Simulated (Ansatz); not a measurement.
hcp Co, treated with PBEsol-D3(BJ) in Ansatz (PAW).

Run with plane-wave cutoff 520 eV, 24×24×14 k mesh (along the axes of the cell as run), Fermi–Dirac smearing 0.05 eV, spin-polarised with parallel moments, scalar-relativistic PAW data made under PBE.

Computed points:

```
V (Å³/atom)  E − E_lowest (meV/atom)  P (GPa)
-----------  -----------------------  -------
9.709                          14.25    11.79
9.911                           3.40     5.52
10.113                          0.00    -0.01
10.315                          3.16    -4.90
10.518                         12.14    -9.25
```

### Question
Fit the third-order Birch–Murnaghan equation and give B0 and B′.

### Answer
V0 = 10.113 Å³/atom, B0 = 260 GPa, B′ = 5.1 (fit to the energies at full precision).

Shape and atoms are relaxed at each volume.

Measured, for comparison: bulk modulus 193 GPa (zero-point energy and finite temperature contributions removed, our sources range from 193 to 198; as tabulated in doi:10.1021/acs.jctc.3c00612). Computed (rounded) less measured: bulk modulus +35 % (+31 % to +35 % over the range).

Note: the bulk modulus comes from volumes at which shape and atoms were relaxed.

Static lattice: no zero-point or thermal effects.

It cost around 8 core-minutes (rough) of CPU time.

Ansatz is a first-principles code.
